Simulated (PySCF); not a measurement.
Gas-phase reaction: 5 C4H8 (isobutene) → 4 C3H5 (allyl) + 4 C2H5

Method: PySCF energies (xtb for GFN2) plus ideal-gas RRHO corrections (1 bar). Table values come from the NASA 1993 polynomials. S°(298 K) at PBE0/def2-TZVP differs from the NASA 1993 table for C3H5 (allyl) (-17 J/mol/K), C2H5 (+9 J/mol/K); whether the harmonic model or the table's entry is off was not settled. † marks an energy on the PBE0/def2-TZVP geometry and frequencies; other levels use their own. 6-31G* has spherical d functions here. Open shells (unrestricted): C3H5 (allyl) (multiplicity 2), C2H5 (multiplicity 2); the rest are closed-shell singlets. GFN2 has no spin-polarisation term. B3LYP is the form with VWN-RPA correlation. The harmonic model lacks anharmonicity and excited electronic states, which grow with temperature; levels with a mode under 35 cm⁻¹ are left out. Internal rotation in C4H8 (isobutene), C2H5 is treated as a harmonic vibration of one conformer, which makes the entropy rough. The table's entry may be an old estimate for C3H5 (allyl), C2H5 (not checked at source). Warning, spin contamination: C3H5 (allyl) (HF/6-31G*, HF/def2-TZVP†).

log10 K (1 bar standard state):

| T (K) | table | B3LYP/6-31G* | B3LYP/def2-TZVP† | GFN2-xTB | HF/6-31G* | HF/def2-TZVP† |
|---|---|---|---|---|---|---|
| 500 | -96.6 | -86.8 | -81.3 | -137.7 | -37.4 | -38.2 |
| 1200 | -21.2 | -17.1 | -14.9 | -38.8 | 3.9 | 3.1 |
| 1400 | -13.6 | -10.1 | -8.2 | -28.8 | 8.0 | 7.2 |
| 1800 | -3.5 | -0.8 | 0.7 | -15.5 | 13.6 | 12.7 |
| 2000 | 0.0 | 2.5 | 3.7 | -10.9 | 15.4 | 14.5 |
Ten kJ in ΔG° is worth 1.04 decades in K at 500 K and 0.26 at 2000 K.
